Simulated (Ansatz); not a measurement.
Compare A (`CC1OCCCO1`) with its isomer B (`COC1CCCO1`).

Gas-phase electronic energies from Ansatz, PBE0-D4/def2-TZVP geometries. CCSD(T)/CBS is the MP2 limit (def2-TZVPP, def2-QZVPP) plus CCSD(T) − MP2 in def2-TZVPP, frozen cores. DFT in def2-TZVPP. B3LYP here is the variant with VWN-RPA as its local correlation; programs differ in this. Each species was taken in one conformer, which may not be the lowest.

A:

Z-matrix (Å, degrees):
```
C
C 1 1.520
H 1 1.091 2 109.3
H 1 1.090 2 113.0 3 -120.5
H 1 1.091 2 109.3 3 119.0
O 2 1.405 1 112.7 3 56.5
O 2 1.405 1 112.7 3 -175.4
H 2 1.092 1 109.3 3 -59.5
C 6 1.413 2 113.8 1 72.9
C 7 1.413 2 113.8 1 -72.9
C 9 1.516 6 110.4 2 55.3
H 9 1.091 6 106.0 2 176.5
H 9 1.100 6 110.8 2 -67.2
H 10 1.100 7 110.8 2 67.2
H 10 1.091 7 105.9 2 -176.5
H 11 1.094 9 110.6 6 -174.6
H 11 1.094 9 109.4 6 66.2
```

B:

```xyz
17

C    -1.322    1.007    1.829
O    -0.086    0.747    1.210
C    -0.028   -0.512    0.604
C     1.337   -0.663   -0.033
C     1.127    0.053   -1.362
C    -0.328   -0.280   -1.683
O    -0.947   -0.641   -0.448
H    -1.247    1.988    2.298
H    -1.542    0.258    2.603
H    -2.142    1.012    1.105
H    -0.284   -1.286    1.340
H     1.547   -1.725   -0.185
H     2.124   -0.231    0.584
H     1.256    1.128   -1.229
H     1.810   -0.281   -2.144
H    -0.864    0.563   -2.126
H    -0.412   -1.135   -2.362
```

Which isomer does CCSD(T)/CBS put lower? Give the gap. (Estimate.)

Ansatz gave: A, by 0.7 kcal/mol.

Give E(B) − E(A) in kcal/mol with ωB97M-V, MP2/def2-TZVPP, B2PLYP, B3LYP-D4, CCSD(T)/def2-TZVPP, HF/def2-TZVPP, r2SCAN-D4. (An estimate is asked.)

Computed: ωB97M-V 0.4, MP2/def2-TZVPP 0.0, B2PLYP -0.1, B3LYP-D4 0.6, CCSD(T)/def2-TZVPP 0.4, HF/def2-TZVPP -0.2, r2SCAN-D4 0.7. The order is the other way round with HF/def2-TZVPP.

Largest T1 diagnostic: 0.011.

The D4 term adds +0.9 kcal/mol with B3LYP and +0.5 kcal/mol with PBE0; it sums over pairs of atoms, weighted by their polarisabilities, and B3LYP, whose exchange is more repulsive, gets the larger term.
